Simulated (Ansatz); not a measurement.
## Worked example: Al2⁺, quartet against Al2, triplet

Geometry (PBE0/def2-TZVP stationary point of a triplet), kept for both states (Al2, triplet: Σg⁻g; Al2⁺, quartet: Πg):

```yaml
atoms:
  - { symbol: Al, position_ang: [0.0000, 0.0000, 0.0000] }
  - { symbol: Al, position_ang: [0.0000, 0.0000, 2.4788] }
```

Basis cc-pVTZ; Ansatz 0.2.0. Only valence electrons are correlated (noble-gas cores frozen). R marks a restricted (for open shells ROHF) determinant, U an unrestricted one.

Full CI isn't at hand for all of this; UCCSDT(Q) serves as the reference, and is uncertain by about the last step of the cluster series.

Coupled cluster chose its determinant by trial CCSD, here up to 0.17 eV above the lowest Hartree–Fock solution of its kind, and MP2 stands on that determinant too.

| level | E(Al2, triplet) (hartree) | E(Al2⁺, quartet) (hartree) |
| --- | --- | --- |
| UMP2 | -483.876736 | -483.577317 |
| UCCSD(T) | -483.910365 | -483.599136 |
| PBE | -484.520126 | -484.202554 |
| PBE0 | -484.559095 | -484.248090 |
| UCCSDT(Q) | -483.913294 | -483.600533 |

Question: Give the vertical gap, Al2⁺ quartet less Al2 triplet, at each level in eV (1 hartree = 27.2114 eV), and each error against UCCSDT(Q).

Answer: UCCSDT(Q): (-483.600533 − (-483.913294)) × 27.2114 = 8.511 eV (the reference)
PBE0: (-484.248090 − (-484.559095)) × 27.2114 = 8.463 eV, error -0.048 eV
PBE: (-484.202554 − (-484.520126)) × 27.2114 = 8.642 eV, error 0.131 eV
UCCSD(T): (-483.599136 − (-483.910365)) × 27.2114 = 8.469 eV, error -0.042 eV
UMP2: (-483.577317 − (-483.876736)) × 27.2114 = 8.148 eV, error -0.363 eV

Total energies of functionals can't be set beside those of wave-function methods, since they hold the core's correlation and their own absolute errors; only the differences compare.

The reference still carries a basis error, for a change of charge of the order of 0.1 eV, so smaller errors of functionals can't be ranked.

Each level lands on the state that its own search finds. T1 diagnostics of restricted CCSD: 0.030 and 0.029.
